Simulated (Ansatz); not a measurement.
# NH₃ (singlet): from Hartree-Fock to the top rungs, 6-31G*

An exercise on one series of results from a longer session: the logs are not shown, and one member is left open.

Program: Ansatz 0.2.0, Gaussian basis. Level of theory: 6-31G*, core rule «outside noble gas», up to 1 orbitals frozen. These are calculated values, not measurements.

Plan: UHF; CCSD(T) on RHF; BCCD(T) on RHF; CISD; CCSDT(Q) on RHF; CISDTQ; CCSDTQ on RHF; CASSCF and MRCISD+Q, 8 electrons in 7 orbitals; CASSCF and MRCISD+Q(relaxed), 8 electrons in 7 orbitals; CASSCF and NEVPT2, 8 electrons in 7 orbitals; Full CI.

10 further runs of the same task are left out: 1 that didn't finish, 9 set aside as unsound or not needed.

**The system**

The geometry is an MP2(full)/6-31G* stationary point (not a proven minimum).

4 atoms, charge 0, spin multiplicity 1.

Atoms are counted from 1 here; the program's logs count them from 0.

Bond lengths: N1–H2 1.017 Å, N1–H3 1.017 Å, N1–H4 1.017 Å. Angles: H2–N1–H3 106.3°, H2–N1–H4 106.3°, H3–N1–H4 106.3°.

The first run:

Contents of in.yaml:

```yaml
crystal:
  periodic: [false, false, false]
  atoms:
    - {symbol: N, position_ang: [0.000000, 0.000000, 0.068943]}
    - {symbol: H, position_ang: [0.000000, 0.939731, -0.319354]}
    - {symbol: H, position_ang: [0.813831, -0.469865, -0.319354]}
    - {symbol: H, position_ang: [-0.813831, -0.469866, -0.319353]}
basis:
  gaussian: {orbitals: "6-31G*"}
magnetization: {spin_polarized: true, initial_magnetization: 0}
hamiltonian: {xc: hf}
output: {orbitals: {seedname: orbitals}}
```

The run is started by

```bash
ansatz run in.yaml --threads 1 --pin off --events-out ev --progress --plain --max-ram 3020MiB --backend cpu
```

Steps of the session up to this table: UHF; CCSD(T) on RHF; BCCD(T) on RHF; CISD; CCSDT(Q) on RHF; CISDTQ; CCSDTQ on RHF; CASSCF and MRCISD+Q, 8 electrons in 7 orbitals; CASSCF and MRCISD+Q(relaxed), 8 electrons in 7 orbitals; CASSCF and NEVPT2, 8 electrons in 7 orbitals; Full CI.

One table of the session follows, with a row left open; its other results are not shown here.

It belongs to the step «Misses and costs». 

```
                   method  from FCI (kcal/mol)
                      RHF              +118.47
                     RMP2               +11.56
                     CISD                +6.74
                    RCCSD                +1.96
                 RCCSD(T)                +0.38
                  BCCD(T)                +0.37
                   RCCSDT                +0.23
                   CISDTQ                +0.20
                RCCSDT(Q)                 0.00
                  RCCSDTQ                +0.01
           CASSCF valence                    ?
           NEVPT2 valence               +13.15
           MRCISD valence                +2.14
         MRCISD+Q valence                -0.17
MRCISD+Q(relaxed) valence                -0.45
                      FCI                    0
```

Q: Estimate the row for CASSCF valence from the others.

**Answer.** from FCI (kcal/mol): +71.39. In the column «from FCI (kcal/mol)» it lies between NEVPT2 valence (+13.15) and RHF (+118.47).

Caveats from the session: MRCISD+Q valence, MRCISD+Q(relaxed) valence fall below full CI: the +Q correction isn't variational, and the cores differ from full CI's.
